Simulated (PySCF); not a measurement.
From r²SCAN to CCSD(T): MH along the third period

r²SCAN and CCSD(T) in PySCF with def2-TZVPPD on every atom, for the lowest determinant that a PBE0 search found; no spin–orbit coupling.

```tsv
molecule	state (unpaired electrons)	r²SCAN Re (Å)	r²SCAN ωe (cm⁻¹)	r²SCAN De (eV)	CCSD(T) Re (Å)	CCSD(T) ωe (cm⁻¹)	CCSD(T) De (eV)
AlH	singlet (closed shell)	1.661	1640	3.03	1.652	1678	3.15
SiH	doublet (π ↑)	1.529	2019	3.13	1.524	2042	3.12
PH	triplet (π ↑↑)	1.426	2365	3.27	1.425	2362	3.08
SH	doublet (π ↑)	1.345	2693	3.85	?	?	?
HCl	singlet (closed shell)	1.279	2978	4.62	1.275	3011	4.57
```

Q: Estimate the CCSD(T) values of SH by adding the mean shift from r²SCAN to CCSD(T) of the other rows, and compare with the calculation.

A: The mean shifts are -0.5 pm, +23 cm⁻¹ and -0.03 eV, which give 1.340 Å, 2716 cm⁻¹ and 3.82 eV. CCSD(T)/def2-TZVPPD gives Re = 1.342 Å, ωe = 2705 cm⁻¹, De = 3.69 eV.

Q: What are the mean differences of r²SCAN from CCSD(T) over the whole series?

A: Re +0.4 pm, ωe -21 cm⁻¹, De +0.06 eV.

In a basis of this size CCSD(T) is itself not converged; it tends to give bonds that are too long and too weak.

Correlated steps freeze 5 core orbitals. Where the molecule has an RHF reference, its open-shell atoms are computed with UHF. States were picked by a PBE0 search and need not be the measured ground states.
